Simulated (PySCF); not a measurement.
## C: electron affinity

C- [He] 2s2 2p3 (4S) → C [He] 2s2 2p2 (3P), as a difference of total energies. All numbers are calculated (PySCF 2.14, the spin-free X2C one-electron Hamiltonian (Gaussian nucleus), in aug-cc-pCVTZ-DK (7s6p4d2f, 59 functions)). Correlated levels: valence: 1s2 frozen; valence and next inner shell: nothing frozen. The calculations carry no spin-orbit coupling.

```csv
method,electron affinity (eV)
UHF,0.451
LDA,1.798
PBE,1.576
PBE0,1.409
r2SCAN,1.487
B2PLYP,1.203
wB97M-V,1.313
TPSSh,1.385
r2SCANh,1.437
MP2 (valence),1.263
SCS-MP2 (valence),0.972
MP2 (valence and next inner shell),1.266
SCS-MP2 (valence and next inner shell),0.973
```

How much does correlation contribute at MP2 (valence and next inner shell)?

1.266 − (0.451) = 0.815 eV, measured against UHF.

Errors of the correlated levels include the incompleteness of this basis and the frozen core.

In the anion the highest occupied orbital energy is positive at LDA, PBE, PBE0, r2SCAN, TPSSh, r2SCANh, a self-interaction effect; the basis confines that electron, and the energy difference can still be sensible.

For comparison: 1.262 eV (measured; photodetachment measurements, as compiled on the Wikipedia data page of electron affinities).
